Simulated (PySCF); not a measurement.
**Field gradients at the hydrogen positions**

C₃H₄ClO (charge +1).
Structure used (PBE0-D3(BJ)/def2-SVP), in Å, numbered top down from 1:
```
atom  x, y, z in Å
C1    -1.0028   -0.3421    0.0411
C2     0.2611    0.5049   -0.0719
Cl3    0.6625    1.4355    1.3924
C4     1.4539   -0.2988   -0.2645
O5     2.3751   -0.9186   -0.3853
H6    -1.8380    0.3594    0.1783
H7    -0.9529   -1.0160    0.9063
H8    -1.1722   -0.9143   -0.8832
H9     0.2239    1.1941   -0.9391
```

Level: PBE0/pcSseg-1 (PySCF, non-relativistic); Q(2H) = 0.00286 b; rigid geometry, the same for H and D, with no vibrational averaging.

Problem. What are Vzz, η and χzz (234.96 MHz × Q × Vzz) at all hydrogens?

Solution. 
| atom | bonded to | bond length (Å) | Vzz (au) | η | χzz (kHz) |
| --- | --- | --- | --- | --- | --- |
| H6 | C1 | 1.099 | 0.2796 | 0.07 | 188 |
| H7 | C1 | 1.098 | 0.2806 | 0.07 | 189 |
| H8 | C1 | 1.100 | 0.2791 | 0.08 | 188 |
| H9 | C2 | 1.108 | 0.2523 | 0.07 | 170 |

Isolated species at its PBE0-D3(BJ)/def2-SVP geometry, gas phase. With a basis this small, the couplings can be 20 % off.
